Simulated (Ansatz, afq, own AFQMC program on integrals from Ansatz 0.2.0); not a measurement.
C, triplet → C⁺, quartet, worked out

A free C atom.

Both states at this geometry.

Basis aug-cc-pVDZ. Only valence electrons are correlated. Ansatz 0.2.0 and our own AFQMC program on the same integrals; the CISD trial comes from CCSD amplitudes, and released means the phaseless constraint is let go. Uncertainties: one standard error, sampling alone.

Total energies in eV. CBS is CCSD(T) at the limit of def2-TZVPP/QZVPP (extrapolated itself); the highest rung of each member is named.

Cautions: C (triplet): full CI with its own frozen core; C⁺ (quartet): another spin lies lower, full CI with its own frozen core; this isn't the first ionization.

```tsv
member	count	CCSD(T)/aug-cc-pVDZ	highest rung in aug-cc-pVDZ	which	CCSD(T)/CBS
C⁺, quartet	+1	-1011.3112	-1011.3107	FCI	-1011.7431
C, triplet	-1	-1027.6343	-1027.6447	FCI	-1028.3113
```

**Question.** Work out the best estimate of the vertical ionization energy: the CCSD(T)/CBS difference plus the step from CCSD(T) to the highest rung.

**Answer.** Sums with the counts: CCSD(T)/CBS 16.5682 eV, highest rung 16.3340 eV, CCSD(T)/aug-cc-pVDZ 16.3231 eV. The step is 16.3340 − 16.3231 = 0.0109 eV, so the best estimate is 16.5682 + (0.0109) = 16.5791 eV = 1599.6 kJ/mol. The basis set is worth 0.245 eV of it. Zero-point, core-correlation and spin–orbit terms aren't in it.

Best estimates are given only where the step beyond CCSD(T) is under 0.3 eV and no member's determinant is very poor (T1 over 0.05, or 0.07 for open shells, ⟨S²⟩ too high by 0.3, two states mixed), so the hardest cases are missing from such tables.

Each member of a difference takes its own highest rung, so a best estimate needn't equal the limit plus the step of one row.
